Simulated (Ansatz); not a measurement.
# BH4+ (triplet): wave-function methods side by side, def2-QZVPP

The task here is to estimate one member of a computed series from the others.

Computed with Ansatz 0.2.0, Gaussian basis. Level: def2-QZVPP, core rule «outside noble gas», up to 1 orbitals frozen.

The runs, in order: UHF; ROHF; CCSD(T) on UHF.

2 further runs of the same task are left out: 2 set aside as unsound or not needed. Runs told in other sessions of the task aren't counted.

### The system

The geometry is a PBE0/def2-TZVP stationary point (not a proven minimum) of the parent state, kept for this charge and spin.

5 atoms, charge 1, spin multiplicity 3.

Atoms are counted from 1 here; the program's logs count them from 0.

Bond lengths: B1–H2 1.220 Å, B1–H3 1.220 Å, B1–H4 1.220 Å, B1–H5 1.220 Å. Angles: H2–B1–H3 96.8°, H2–B1–H4 96.8°, H2–B1–H5 139.9°, H3–B1–H4 139.9°, H3–B1–H5 96.8°, H4–B1–H5 96.8°.

Set-up of the first run:

The input, in.yaml:

```yaml
crystal:
  periodic: [false, false, false]
  atoms:
    - {symbol: B, position_ang: [0.000000, 0.000000, 0.000000]}
    - {symbol: H, position_ang: [0.414685, 0.812495, 0.810653]}
    - {symbol: H, position_ang: [-0.424327, -0.807694, 0.810461]}
    - {symbol: H, position_ang: [-0.412812, 0.808646, -0.815443]}
    - {symbol: H, position_ang: [0.422454, -0.813448, -0.805671]}
basis:
  gaussian: {orbitals: "def2-QZVPP.json"}
total_charge: 1
magnetization: {spin_polarized: true, initial_magnetization: 2}
hamiltonian: {xc: hf}
output: {orbitals: {seedname: orbitals}}
```

Launch:

```
$ ansatz run in.yaml --threads 1 --pin off --events-out ev --progress --plain --max-ram 2393MiB
```

Steps of the session up to this table: UHF; ROHF; CCSD(T) on UHF.

One of the session's tables, all rows but one given; the rest of the session is left out.

| method | from UCCSD(T) (kJ/mol) |
| --- | --- |
| ROHF | +360.2 |
| UHF | +341.6 |
| UMP2 | +66.2 |
| UCCSD | ? |
| UCCSD(T) | 0 |

Estimate the missing values for UCCSD.

The run gave: from UCCSD(T) (kJ/mol): +9.4. In the column «from UCCSD(T) (kJ/mol)» it lies between UCCSD(T) (0) and UMP2 (+66.2).
